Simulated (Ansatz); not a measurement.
Steps of a relaxation of C₃H₄F₂O, SMILES `CO/C(F)=C/F` with RKS PBE-D4/def2-SVP.

```sh
$ ansatz run in.yaml --threads 4 --pin off --events-out ev --progress --plain --max-ram 10444MiB
```

```yaml
crystal:
  periodic: [false, false, false]
  atoms:
    - {symbol: C, position_ang: [-0.190900, -1.676000, -0.276500]}
    - {symbol: O, position_ang: [0.219700, -0.369200, -0.749400]}
    - {symbol: C, position_ang: [0.002400, 0.608100, 0.197800]}
    - {symbol: F, position_ang: [-0.450000, 0.314100, 1.401000]}
    - {symbol: C, position_ang: [0.404100, 1.857600, -0.038200]}
    - {symbol: F, position_ang: [0.234000, 2.855700, 0.890300]}
    - {symbol: H, position_ang: [-0.041500, -2.361800, -1.078300]}
    - {symbol: H, position_ang: [-1.275400, -1.584400, -0.083800]}
    - {symbol: H, position_ang: [0.321700, -1.935700, 0.640700]}
    - {symbol: H, position_ang: [0.859100, 2.240400, -0.900700]}
basis:
  gaussian: {orbitals: def2-SVP}
hamiltonian: {xc: pbe, dispersion: d4}
relax: {f_tol: 0.03, max_steps: 200}
```

Positions (Å) and forces (eV/Å) along the path, 13 of 19 steps:

```xyz
10
step=1 energy=-10635.8013 eV
C    -0.191   -1.676   -0.277   -1.029    1.902   -0.041
O     0.220   -0.369   -0.749   -0.369   -0.094    1.390
C     0.002    0.608    0.198    1.144   -0.029   -1.335
F    -0.450    0.314    1.401   -0.607   -0.918    0.496
C     0.404    1.858   -0.038   -0.573    1.476    1.689
F     0.234    2.856    0.890   -0.048   -0.737   -0.195
H    -0.042   -2.362   -1.078    0.439   -0.915   -0.967
H    -1.275   -1.584   -0.084   -0.203   -0.505    0.213
H     0.322   -1.936    0.641    0.484   -0.455    0.621
H     0.859    2.240   -0.901    0.762    0.273   -1.872
10
step=3 energy=-10636.0825 eV
C    -0.216   -1.657   -0.277   -0.240    0.213   -0.038
O     0.219   -0.362   -0.689    0.029    0.116    0.196
C     0.072    0.628    0.223   -0.134   -0.119   -0.329
F    -0.503    0.268    1.378    0.045    0.050    0.134
C     0.423    1.904   -0.027   -0.077    0.563    0.495
F     0.241    2.893    0.884   -0.045   -0.389   -0.032
H    -0.024   -2.344   -1.115    0.114   -0.015   -0.082
H    -1.300   -1.654   -0.047   -0.133   -0.069   -0.042
H     0.313   -1.981    0.632    0.231   -0.234    0.171
H     0.858    2.255   -0.957    0.210   -0.116   -0.473
10
step=4 energy=-10636.1092 eV
C    -0.226   -1.659   -0.268    0.042   -0.079   -0.099
O     0.192   -0.351   -0.662   -0.087   -0.052    0.045
C     0.032    0.652    0.221    0.127   -0.078    0.072
F    -0.502    0.302    1.404   -0.027    0.084   -0.064
C     0.415    1.922   -0.035    0.079    0.144   -0.035
F     0.262    2.893    0.888   -0.040   -0.042    0.008
H     0.009   -2.311   -1.132   -0.045    0.040    0.077
H    -1.318   -1.707   -0.057    0.083    0.038   -0.020
H     0.330   -2.026    0.623   -0.033    0.062   -0.046
H     0.888    2.234   -0.980   -0.099   -0.116    0.062
10
step=5 energy=-10636.1123 eV
C    -0.224   -1.663   -0.273   -0.005    0.086    0.060
O     0.192   -0.354   -0.657    0.022    0.113   -0.007
C     0.046    0.654    0.229   -0.016   -0.157   -0.037
F    -0.507    0.316    1.404   -0.024   -0.007    0.048
C     0.423    1.925   -0.028    0.013   -0.022   -0.033
F     0.254    2.897    0.889    0.000   -0.027   -0.020
H     0.003   -2.317   -1.134    0.010    0.016   -0.030
H    -1.313   -1.704   -0.060    0.005   -0.006    0.009
H     0.331   -2.028    0.617   -0.007   -0.004    0.011
H     0.878    2.223   -0.982    0.003    0.008    0.000
10
step=6 energy=-10636.1133 eV
C    -0.223   -1.658   -0.272    0.007   -0.008   -0.009
O     0.194   -0.352   -0.659    0.005    0.001   -0.014
C     0.047    0.649    0.229   -0.019    0.005    0.013
F    -0.510    0.310    1.404    0.003    0.001    0.003
C     0.424    1.919   -0.029    0.003    0.009   -0.002
F     0.252    2.892    0.887    0.001    0.006    0.002
H     0.002   -2.309   -1.135   -0.004   -0.007    0.004
H    -1.312   -1.698   -0.056    0.002   -0.001    0.003
H     0.332   -2.024    0.618   -0.002   -0.001   -0.001
H     0.878    2.220   -0.983    0.004   -0.006    0.002
10
step=7 energy=-10636.1134 eV
C    -0.222   -1.658   -0.272    0.002    0.000    0.002
O     0.192   -0.351   -0.660   -0.003   -0.002   -0.009
C     0.044    0.649    0.229   -0.004    0.001    0.010
F    -0.512    0.311    1.403   -0.002    0.000   -0.004
C     0.423    1.920   -0.029    0.004    0.004    0.005
F     0.252    2.893    0.886    0.000    0.001   -0.002
H     0.001   -2.310   -1.136    0.000    0.000   -0.001
H    -1.311   -1.699   -0.054   -0.001    0.000    0.001
H     0.334   -2.023    0.617    0.003   -0.002    0.000
H     0.881    2.218   -0.982    0.000   -0.002   -0.002
10
step=8 energy=-10636.1134 eV
C    -0.221   -1.658   -0.272    0.001    0.002    0.009
O     0.189   -0.350   -0.661   -0.012    0.000   -0.003
C     0.041    0.650    0.229    0.007    0.001    0.003
F    -0.518    0.312    1.402   -0.005   -0.001   -0.007
C     0.424    1.920   -0.028    0.005   -0.007    0.006
F     0.252    2.894    0.886    0.000   -0.002   -0.004
H    -0.002   -2.310   -1.137    0.002    0.005   -0.003
H    -1.308   -1.701   -0.048    0.000    0.001    0.000
H     0.341   -2.023    0.613    0.004   -0.001    0.001
H     0.887    2.215   -0.979   -0.001    0.002   -0.001
10
step=9 energy=-10636.1059 eV rejected
C    -0.194   -1.659   -0.276   -0.106   -0.086    0.331
O     0.088   -0.317   -0.694   -0.258   -0.093    0.296
C    -0.049    0.672    0.221    0.303    0.179   -0.169
F    -0.707    0.352    1.350    0.026    0.079   -0.224
C     0.450    1.917   -0.005    0.017   -0.429   -0.073
F     0.268    2.924    0.870    0.007   -0.088   -0.086
H    -0.078   -2.296   -1.179   -0.002    0.161    0.126
H    -1.244   -1.763    0.116    0.446    0.065   -0.189
H     0.516   -2.018    0.520   -0.227    0.181   -0.301
H     1.034    2.137   -0.921   -0.206    0.031    0.290
10
step=11 energy=-10636.1163 eV
C    -0.203   -1.659   -0.274   -0.028    0.006    0.147
O     0.114   -0.327   -0.686   -0.172   -0.036    0.149
C    -0.021    0.665    0.222    0.176    0.090   -0.102
F    -0.650    0.340    1.364   -0.002    0.035   -0.118
C     0.445    1.916   -0.012   -0.013   -0.264    0.011
F     0.267    2.911    0.878   -0.004   -0.038   -0.042
H    -0.051   -2.300   -1.163    0.008    0.072    0.025
H    -1.263   -1.746    0.064    0.157    0.023   -0.061
H     0.461   -2.014    0.550   -0.061    0.069   -0.107
H     0.986    2.163   -0.939   -0.061    0.041    0.099
10
step=13 energy=-10636.1299 eV
C    -0.186   -1.655   -0.272   -0.040   -0.053    0.340
O    -0.025   -0.301   -0.730   -0.213   -0.148    0.332
C    -0.096    0.677    0.200    0.245    0.237   -0.181
F    -0.815    0.385    1.302    0.078    0.125   -0.194
C     0.483    1.893    0.009   -0.076   -0.467   -0.047
F     0.307    2.899    0.886    0.014   -0.053   -0.058
H    -0.088   -2.290   -1.177   -0.008    0.096    0.140
H    -1.201   -1.820    0.193    0.515    0.117   -0.250
H     0.605   -1.950    0.479   -0.332    0.186   -0.362
H     1.098    2.111   -0.887   -0.183   -0.039    0.280
10
step=16 energy=-10636.1972 eV
C    -0.129   -1.607   -0.279    0.004   -0.107    0.073
O    -0.322   -0.266   -0.757   -0.030   -0.164    0.116
C    -0.293    0.700    0.170    0.125    0.197    0.092
F    -1.176    0.576    1.187    0.088   -0.018   -0.205
C     0.533    1.764    0.067   -0.170   -0.011   -0.060
F     0.430    2.828    0.882    0.067   -0.077    0.042
H    -0.136   -2.257   -1.175    0.014    0.027    0.048
H    -0.952   -1.925    0.404    0.137    0.111   -0.085
H     0.852   -1.711    0.248   -0.172    0.055   -0.087
H     1.275    1.847   -0.743   -0.061   -0.013    0.065
10
step=18 energy=-10636.2051 eV
C    -0.126   -1.607   -0.275    0.003    0.020    0.023
O    -0.312   -0.273   -0.772   -0.029   -0.024   -0.020
C    -0.293    0.699    0.149    0.028    0.021    0.000
F    -1.190    0.568    1.147    0.017   -0.001   -0.009
C     0.525    1.766    0.063   -0.022    0.016    0.031
F     0.442    2.797    0.921   -0.005   -0.020   -0.022
H    -0.159   -2.275   -1.155   -0.002    0.000    0.010
H    -0.932   -1.887    0.435    0.014    0.003   -0.015
H     0.860   -1.704    0.231   -0.009   -0.001   -0.011
H     1.269    1.866   -0.741    0.005   -0.012    0.013
10
step=19 energy=-10636.2054 eV
C    -0.124   -1.603   -0.276    0.003    0.014   -0.005
O    -0.324   -0.273   -0.776   -0.001    0.002   -0.003
C    -0.301    0.700    0.145    0.013   -0.023   -0.008
F    -1.198    0.572    1.142   -0.014    0.008    0.006
C     0.525    1.761    0.064    0.001    0.013    0.009
F     0.443    2.792    0.922    0.000    0.000    0.002
H    -0.164   -2.276   -1.151   -0.003   -0.007   -0.004
H    -0.919   -1.884    0.444   -0.010   -0.006    0.009
H     0.868   -1.692    0.219    0.010   -0.002    0.001
H     1.278    1.853   -0.731    0.001    0.001   -0.007
```

It took 19 s on 4 threads of an Arm Neoverse V1 on a shared host, with 0.14 GiB of host memory at the peak.
